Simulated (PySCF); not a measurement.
Reaction (SMILES): C=C (C2H4) → [CH-]=C + H+
B3LYP-D3(BJ)/def2-TZVP geometries, fixed; electronic energies without zero-point terms.
Largest species:
```
C
C 1 1.3246
H 1 1.0833 2 121.73
H 2 1.0833 1 121.73 3 180.00
H 1 1.0833 3 116.54 2 -180.00
H 2 1.0833 4 116.54 1 180.00
```
Charge 0, spin multiplicity 1.

Effect of the atomic grid (radial, angular points) at r2SCAN/def2-SVP with PySCF, against the last row, where the deprotonation energy is 427.13 kcal/mol. Cost is core time over that of atom_grid: 30, 110, unpruned, rough, on shared machines of one kind.

```tsv
setting	grid points, largest species	largest shift of a total energy (mEh)	shift of the deprotonation energy (kcal/mol)	cost
atom_grid: 30, 110, unpruned	19800	-0.988	0.045	1×
atom_grid: 50, 194, unpruned	58200	0.034	-0.005	2×
atom_grid: 75, 302, unpruned	135904	-0.007	-0.001	4×
atom_grid: 99, 590, unpruned	350464	-0.008	-0.001	8×
atom_grid: 150, 974, unpruned	876600	0.000	0.000	9×
```

Within 0.02 kcal/mol in the deprotonation energy: atom_grid: 50, 194, unpruned; atom_grid: 75, 302, unpruned; atom_grid: 99, 590, unpruned. The largest shift is 0.988 mEh in a total energy and 0.045 kcal/mol in the difference.
